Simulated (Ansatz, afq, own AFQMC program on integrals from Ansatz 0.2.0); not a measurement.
# H2O, singlet in 6-31G along one coordinate

```yaml
atoms:
  - { symbol: O, position_ang: [0.0000, -0.0653, 0.0000] }
  - { symbol: H, position_ang: [0.0000, 0.5184, -0.7615] }
  - { symbol: H, position_ang: [0.0000, 0.5184, 0.7615] }
```

The O1–H2 distance is changed with both sides rigid. Energies in eV count from this geometry (0.960 Å) at the same level; the start stands on RHF, each point on the determinant named.

Basis 6-31G. Only valence electrons are correlated. Integrals, coupled cluster, full CI and functionals: Ansatz 0.2.0; the random walks run on the same integrals in our own AFQMC program. The CISD trial takes its coefficients from CCSD amplitudes. Released means that phaseless walkers are propagated on without the constraint, phases kept. ± is one standard error of the sampling.

Cautions, each for one point or more: cluster runs in doubt by the program's own checks; higher spins were not checked; restricted determinant unstable towards unrestricted; strong correlation; the next higher spin lies close; unrestricted determinant spin contaminated.

```tsv
r(O1–H2) / Å	det.	T1	weight	⟨S²⟩	PBE	B3LYP	CCSD(T)
0.785	RHF	0.006	0.96	pure	1.502	1.428	1.452
1.157	RHF	0.009	0.95	pure	0.428	0.502	0.478
1.548	RHF	0.017	0.90	pure	2.421	2.626	2.384
2.148	RHF	0.035	0.74	pure	4.392§	4.419§	3.933
3.338	UHF‡	0.006	0.97	1.00	4.887§	4.817§	4.360
```

(1) Estimate the curve of full CI, counted from the same start.

Results:

(1) 
| r(O1–H2) / Å | det. | T1 | weight | ⟨S²⟩ | FCI | ph-AFQMC/CISD | released AFQMC | CCSDT(Q) |
| --- | --- | --- | --- | --- | --- | --- | --- | --- |
| 0.785 | RHF | 0.006 | 0.96 | pure | 1.454 | 1.460 ± 0.007 | 1.462 ± 0.005 | 1.454 |
| 1.157 | RHF | 0.009 | 0.95 | pure | 0.474 | 0.476 ± 0.010 | 0.481 ± 0.006 | 0.474 |
| 1.548 | RHF | 0.017 | 0.90 | pure | 2.375 | 2.404 ± 0.010 | 2.383 ± 0.010 | 2.373 |
| 2.148 | RHF | 0.035 | 0.74 | pure | 3.962 | 4.011 ± 0.018 | 3.992 ± 0.019 | 3.952 |
| 3.338 | UHF‡ | 0.006 | 0.97 | 1.00 | 4.360 | 4.360 ± 0.006 | 4.370 ± 0.005 | 4.363 |

Weight is that of the determinant in the CISD state; at the start T1 is 0.007 and the weight 0.96. A double dagger marks points where the walks on two determinants ended up to 0.093 eV apart; the lower is shown. Symmetry can't show for every point that it stays on the start's state. § marks a functional whose ⟨S²⟩ is too high by over 0.1. Largest departures from full CI: CCSD(T) -0.029 eV at 2.148 (on RHF), ph-AFQMC/CISD 0.050 eV at 2.148 (on RHF), released AFQMC 0.030 eV at 2.148 (on RHF) (within the noise), CCSDT(Q) -0.010 eV at 2.148 (on RHF). The functionals aren't scored here. In this small basis the wave-function levels are far from their limit, so their gap to the functionals isn't the functionals' error.

CCSDT and higher add their correlation energy to the determinant of the CCSD(T) run, since their own runs factorise the integrals more tightly (a shift of under 2 meV). A walk keeps the symmetry of its determinant, which the program's search chose and which needn't be the lowest solution, so a lower state of the same spin and another symmetry isn't excluded. Released energies are given only where the last usable release times agree within the noise; a slower fall can still hide under it.
